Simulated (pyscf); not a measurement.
H₂Si=Se (SMILES [SiH2]=[Se]) + H• (SMILES [H]) → [HSi=Se]• (SMILES [SiH]=[Se]) + H₂ (SMILES [H][H]) (hydrogen abstraction; doublet surface; H–Si broken, H–H formed). Structures and frequencies: ωB97X-D3(BJ)/def2-SVP in PySCF. Rate constants from transition-state theory, ωB97M-D3(BJ)/def2-TZVP energies (ideal gas, 1 atm, RRHO with modes under 100 cm⁻¹ raised to 100, one conformer, R ln 2 for chiral ones without a mode under 150 cm⁻¹; no tunnelling), k in cm³ molecule⁻¹ s⁻¹.

```tsv
T (K)	1000/T	log10 k
298	3.354	-12.56
600	1.667	-11.10
900	1.111	?
1200	0.833	-10.13
```

### Question
Fit an Arrhenius line to the three values, give the activation energy, and predict k at 900 K.

### Answer
Least squares gives log10 k = -9.41 − 0.95 × 1000/T, so Ea = 0.95 × ln 10 × 1.987 = 4.3 kcal/mol, against an electronic barrier of 3.7. At 900 K the line gives -10.47; the computed value is -10.50 (ΔG‡ = 20.0 kcal/mol), close to the line. This is the saddle that the search found; another between the same sides may lie lower. The angle at the transferred H is 178°. Elements up to Kr have no core potential and no relativistic terms here.
